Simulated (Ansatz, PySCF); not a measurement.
Species: C2H (charge 0, doublet). It need not be the lowest isomer of its formula. 
Geometry from a B3LYP-D3(BJ)/def2-TZVP (Ansatz, a quantum-chemistry and plane-wave program) optimisation:
```xyz
3

C      0.0000     0.0000    -0.4720
C      0.0000     0.0000     0.7280
H      0.0000     0.0000    -1.5362
```
Charge 0, spin multiplicity 2.

Total electronic energies in hartree. Valence correlation only, unless marked. UHF or UKS for open shells. Spin-orbit coupling is left out. No relativistic terms. FCI takes restricted orbitals. Basis-set limits of correlation are two-point, X^-3; Hartree-Fock from the larger set. [CCSD(T)-MP2]/basis is that difference in the basis named.

The UHF reference is spin-contaminated (<S^2> 0.36 over the pure value in the largest basis). The T1 diagnostic of CCSD in the largest basis is 0.062, which is high, so the coupled-cluster rows are less sure than usual.

```json
[
 {"level": "HF/STO-3G", "program": "Ansatz", "energy (Eh)": "-75.19545"},
 {"level": "RI-HF/def2-QZVPPD", "program": "Ansatz", "energy (Eh)": "-76.18311"},
 {"level": "BP86-D4/def2-TZVPD", "program": "PySCF + dftd4", "energy (Eh)": "-76.63352"},
 {"level": "B3LYP/def2-TZVPD", "program": "PySCF", "energy (Eh)": "-76.63935"},
 {"level": "MP2/6-31G*", "program": "Ansatz", "energy (Eh)": "-76.34319"},
 {"level": "MP2/def2-SVPD", "program": "Ansatz", "energy (Eh)": "-76.29808"},
 {"level": "RI-MP2/CBS(aug-cc-pVTZ,aug-cc-pVQZ)", "program": "Ansatz", "energy (Eh)": "-76.4540"},
 {"level": "SCS-MP2/def2-TZVPPD", "program": "Ansatz", "energy (Eh)": "-76.41551"},
 {"level": "CCSD/6-31G", "program": "Ansatz", "energy (Eh)": "-76.29356"},
 {"level": "CCSD/def2-QZVPP", "program": "Ansatz", "energy (Eh)": "-76.47152"},
 {"level": "CCSD/CBS(def2-TZVPP,def2-QZVPP)", "program": "Ansatz", "energy (Eh)": "-76.4818"},
 {"level": "FCI/STO-3G", "program": "Ansatz", "energy (Eh)": "-75.33506"},
 {"level": "RI-MP2/CBS(cc-pVTZ,cc-pVQZ)+[CCSD(T)-MP2]/cc-pVTZ", "program": "Ansatz", "energy (Eh)": "-76.5008"},
 {"level": "RI-MP2/CBS(def2-TZVPP,def2-QZVPP)+[CCSD(T)-MP2]/def2-TZVPP", "program": "Ansatz", "energy (Eh)": "-76.5012"},
 {"level": "CCSD(T)/CBS(def2-TZVPPD,def2-QZVPPD)", "program": "Ansatz", "energy (Eh)": "-76.4983"}
]
```

Totals of different functionals don't rank their quality; only differences between species are comparable.
